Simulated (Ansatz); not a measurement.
BH₅SSi (`BS[SiH3]`) from Hartree–Fock to CCSD(T)

Z-matrix (Å, degrees):
```
Si
S 1 2.156
H 1 1.482 2 109.9
H 1 1.483 2 107.0 3 -119.4
H 1 1.482 2 109.9 3 121.2
B 2 1.775 1 99.5 3 -60.7
H 6 1.192 2 116.9 1 180.0
H 6 1.195 2 121.4 1 -0.0
```

The species carries charge 0 and has multiplicity 1. The geometry is a stationary point of PBE0-D4/def2-TZVP. Frozen core, restricted reference, Ansatz 0.2.0. CBS rows extrapolate triple and quadruple zeta; past MP2 they add the triple-zeta difference.

```json
{"basis": "def2-SVP", "HF (Eh)": "-713.85330", "MP2 corr.": "-0.31945", "CCSD corr.": "-0.37011", "(T)": "-0.01075", "CCSD(T) total": "-714.23416"}
{"basis": "def2-TZVPP", "HF (Eh)": "-714.12334", "MP2 corr.": "-0.40881", "CCSD corr.": "-0.45887", "(T)": "-0.01884", "CCSD(T) total": "-714.60105"}
{"basis": "def2-QZVPP", "HF (Eh)": "-714.14485", "MP2 corr.": "-0.44042", "CCSD corr.": "–", "(T)": "–", "CCSD(T) total": "–"}
{"basis": "CBS(def2)", "HF (Eh)": "-714.14781", "MP2 corr.": "-0.46384", "CCSD corr.": "-0.51390", "(T)": "as TZ", "CCSD(T) total": "-714.68055"}
```
